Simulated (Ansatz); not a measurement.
The input, for Ansatz 0.2.0:

```yaml
crystal:
  periodic: [false, false, false]
  atoms:
    - {symbol: H, position_ang: [0.000000, 0.000000, -1.114667]}
    - {symbol: H, position_ang: [0.000000, 0.000000, -0.277667]}
    - {symbol: Si, position_ang: [0.000000, 0.000000, 1.392333]}
basis:
  gaussian: {orbitals: cc-pVDZ}
magnetization: {spin_polarized: false, initial_magnetization: 2}
correlation: {method: sc_nevpt2, electrons: outside_noble_gas, active_space: {window: {electrons: 6, orbitals: 6}, shells: [{species: H, l: s, shell: 1}, {species: Si, l: s, shell: 3}, {species: Si, l: p, shell: 3}]}}
```

```sh
$ ansatz run in.yaml --threads 1 --pin off --events-out ev --progress --plain --max-ram 2393MiB
```

Output:

```
478 factors; integrals over basis functions are off by at most 2.3e-7 eV
mean field evaluation 1: about -7889.3089 eV, gradient 7.6e0 eV
mean field evaluation 2: about -7889.3093 eV, gradient 7.6e0 eV
mean field evaluation 4: about -7889.7502 eV, gradient 3.7e-1 eV
mean field evaluation 8: about -7889.7509 eV, gradient 5.4e-5 eV
mean field evaluation 16: about -7888.9673 eV, gradient 1.9e-5 eV
mean field evaluation 32: about -7888.9675 eV, gradient 3.0e-3 eV
mean field -7889.75089068 eV, -289.9429973671 hartree, gradient 2.9e-6 eV, S^2 2.000000; 7 other end points of the search recorded, 0 dependent functions left out
reference -7889.75089068 eV, -289.9429973671 hartree; 9, 7 occupied and 19, 21 virtual orbitals, 478 factors
state -7890.79621031 eV, -289.9814121550 hartree
state -7890.79621031 eV, -289.9814121550 hartree; corrected -7892.27101190 eV, -290.0356101138 hartree
Total energy: -7892.27101190 eV, -290.0356101138 hartree
Checks for a lower state left out: starts, orbital_swaps
```

Natural occupations: 1.9721 1.9462 1.0000 1.0000 0.0561 0.0257.

For the same geometry and basis full CI lies 601.4 meV lower.

Ran on 1 thread of Arm Neoverse V2, shared host: 0.39 s wall, 0.13 GiB peak host memory.
